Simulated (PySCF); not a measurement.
An unknown is described by computed data only.

Formula: C5H10.

| Item | Value |
| --- | --- |
| Polarisability | 65.1 au [CAM-B3LYP/aug-cc-pVTZ] |
| Rotational structure | rotational constants A, B, C: 10.721, 2.665, 2.427 GHz [PBE0-D3(BJ)/def2-TZVP] |
| 13C NMR | chemical shifts (computed TMS as zero) by class: 144.5 (1 C), 135.4 (1 C), 24.9 (1 C), 17.1 (1 C), 15.1 (1 C) ppm [GIAO PBE0/pcSseg-2] |
| 1H NMR | chemical shifts (computed TMS as zero) by class: 5.85 (1 H), 5.83 (1 H), 2.19 (2 H), 1.74 (3 H), 0.94 (3 H) ppm [GIAO PBE0/pcSseg-2] |
| UV, first state | lowest singlet excitation: 6.09 eV (204 nm, f = 0.013) [TDDFT CAM-B3LYP/aug-cc-pVTZ] |
| UV, strongest line | among the 10 lowest singlet transitions: S5 at 7.23 eV (171 nm, f = 0.293) [TDDFT CAM-B3LYP/aug-cc-pVTZ] |

Gas-phase values; electronic properties from PySCF, density fitting. Levels stand in brackets. Isolated species at its PBE0-D3(BJ)/def2-TZVP geometry (one conformer only). NMR values are class means; diastereotopic atoms form classes of their own.

Question: Propose a structure and show how it fits.

Answer: Numbering: `[CH3:1]/[CH:2]=[CH:3]\[CH2:4][CH3:5]`. Its formula, C5H10, gives 1 degree of unsaturation: 0 rings and 1 π bond in the structure found. 5 carbons fall into 5 classes; from least to most shielded: alkene CH carbon [C3] (144.5 ppm), alkene CH carbon [C2] (135.4 ppm), allylic carbon [C4] (24.9 ppm), methyl carbon [C5] (17.1 ppm), allylic carbon [C1] (15.1 ppm). Hydrogen classes from least to most shielded: 1 H on an alkene CH carbon, C3 (5.85 ppm), 1 H on an alkene CH carbon, C2 (5.83 ppm), 2 H on an allylic carbon, C4 (2.19 ppm, a mean of values up to 0.8 ppm apart in this geometry), 3 H on an allylic carbon, C1 (1.74 ppm, a mean of values up to 0.7 ppm apart in this geometry), 3 H on a methyl carbon, C5 (0.94 ppm). The optimised geometry has point group C1 and is an asymmetric top. Structure: `C/C=C\CC`. Computed isomers that give other values at the same levels: `CC=C(C)C` (13C chemical shifts (computed TMS as zero) by class: 144.7 (1 C), 131.3 (1 C), 29.6 (1 C), 19.0 (1 C), 16.5 (1 C) ppm); `CCC1CC1` (rotational constant A: 11.997 GHz; this holds for the one conformer computed); `C=C(C)CC` (13C chemical shifts (computed TMS as zero) by class: 163.8 (1 C), 119.7 (1 C), 37.7 (1 C), 23.7 (1 C), 16.2 (1 C) ppm). The assignments are read from this structure; whether some other isomer fits the data as well wasn't checked.

Conformer computed: `[CH3:1]/[CH:2]=[CH:3]\[CH2:4][CH3:5]`: C2–C3–C4–C5 -114°.
